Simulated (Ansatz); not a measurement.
**AlSiHS (triplet): wave-function methods side by side at a displaced geometry (v2), cc-pVDZ**

Aim: climb from Hartree-Fock through coupled cluster for AlSiHS (triplet) at one geometry and basis, and see what each rung misses.

Computed with Ansatz 0.2.0, Gaussian basis. Level: cc-pVDZ, core rule «outside noble gas», up to 15 orbitals frozen.

Plan: UHF; CCSD(T) on ROHF; CCSD(T) on UHF; BCCD(T) on ROHF; CISD; CCSDT(Q) on ROHF; CCSDT(Q) on UHF.

19 further runs of the same task are left out: 6 that didn't finish, 13 set aside as unsound or not needed.

### Step 1. What is computed

The geometry is a PBE0/def2-TZVP stationary point (not a proven minimum) with its atoms shifted at random (size 0.100 Å).

4 atoms, charge 0, spin multiplicity 3.

Atoms are counted from 1 here; the program's logs count them from 0.

Bond lengths: S1–Al2 2.194 Å, S1–H4 1.269 Å, Al2–Si3 2.356 Å. Angles: Al2–S1–H4 91.9°, S1–Al2–Si3 173.4°.

### Step 2. UHF

Input file in.yaml:

```yaml
crystal:
  periodic: [false, false, false]
  atoms:
    - {symbol: S, position_ang: [0.064563, -0.349493, 1.660341]}
    - {symbol: Al, position_ang: [-0.100293, -0.275342, -0.526194]}
    - {symbol: Si, position_ang: [-0.023690, -0.291504, -2.880750]}
    - {symbol: H, position_ang: [0.059420, 0.916339, 1.746603]}
basis:
  gaussian: {orbitals: cc-pVDZ}
magnetization: {spin_polarized: true, initial_magnetization: 2}
hamiltonian: {xc: hf}
output: {orbitals: {seedname: orbitals}}
```

Launch:

```bash
> ansatz run in.yaml --threads 1 --pin off --events-out ev --progress --plain --max-ram 2393MiB
```

The runs that follow: CCSD(T) on ROHF; CCSD(T) on UHF; BCCD(T) on ROHF; CISD; CCSDT(Q) on ROHF; CCSDT(Q) on UHF.

Before running them: what should the planned runs give, taken together? Wanted: UCCSDT(Q) below the RHF energy; RMP2 from UCCSDT(Q); UMP2 from UCCSDT(Q); RCCSD from UCCSDT(Q); RCCSD(T) from UCCSDT(Q); UCCSD(T) from UCCSDT(Q); RCCSDT(Q) from UCCSDT(Q); T1 diagnostic.

The runs gave:

| quantity | value |
| --- | --- |
| UCCSDT(Q) below the RHF energy | -8.1750 eV |
| RMP2 from UCCSDT(Q) | +1424.9 meV |
| UMP2 from UCCSDT(Q) | +1467.4 meV |
| RCCSD from UCCSDT(Q) | +379.4 meV |
| RCCSD(T) from UCCSDT(Q) | +76.4 meV |
| UCCSD(T) from UCCSDT(Q) | +77.9 meV |
| RCCSDT(Q) from UCCSDT(Q) | +1.7 meV |
| levels within 1 kcal/mol (43 meV) | RCCSDT, UCCSDT, RCCSDT(Q) |
| T1 diagnostic | 0.021 |

What this shows: RCCSD(T) misses by +76.4 meV, 0.9 % of the correlation energy. These misses are within one basis, not against nature; the frozen cores of restricted and unrestricted runs differ, which can shift their rows.
